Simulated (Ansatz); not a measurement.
Ge–NH₂⁺, triplet: reading a ladder of total energies

Geometry: that of the Ge–NH2, doublet, kept fixed. The singlet lies 3.5 eV lower here.

```yaml
atoms:
  - { symbol: Ge, position_ang: [0.0000, 0.0000, 0.3411] }
  - { symbol: N, position_ang: [0.0000, 0.0000, -1.4753] }
  - { symbol: H, position_ang: [0.0000, 0.8361, -2.0406] }
  - { symbol: H, position_ang: [0.0000, -0.8361, -2.0406] }
```

Basis cc-pVTZ; Ansatz 0.2.0. Correlated methods freeze the noble-gas cores and the filled d shells of p-block atoms, which leaves 10 electrons in 86 orbitals. Prefix R: restricted or restricted open-shell reference; prefix U: unrestricted. No spin–orbit coupling is included, and no scalar relativity.

Full CI isn't at hand for all of this; UCCSDT(Q) serves as the reference, and is uncertain by about the last step of the cluster series.

Runs differ by some tens of microhartree through their thresholds and, for an open shell, their frozen cores, so steps under 0.03 kcal/mol mean nothing.

```csv
level,total energy (hartree)
UHF,-2130.712469
UMP2,-2130.941208
UCCSD,-2130.970994
UCCSD(T),-2130.978753
UCCSDT,-2130.979572
UCCSDT(Q),-2130.979853
```

Problem. What is the correlation energy at UCCSDT(Q), and what share of it do UMP2 and UCCSDT recover?

Solution. E(corr) = -2130.979853 − (-2130.712469) = -0.267384 hartree = -7.276 eV. UMP2: -0.228739 / -0.267384 = 85.55 %. UCCSDT: -0.267103 / -0.267384 = 99.89 %.

Problem. By how many kcal/mol does UCCSD(T) miss UCCSDT(Q) (1 hartree = 627.509 kcal/mol), and which steps make up the rest?

Solution. -2130.978753 − (-2130.979853) = 0.001100 hartree = 0.69 kcal/mol. Steps: UCCSDT − UCCSD(T) = -0.51, UCCSDT(Q) − UCCSDT = -0.18 kcal/mol. That is within 1 kcal/mol of the reference in this basis, which itself misses far more of the correlation at the basis-set limit.
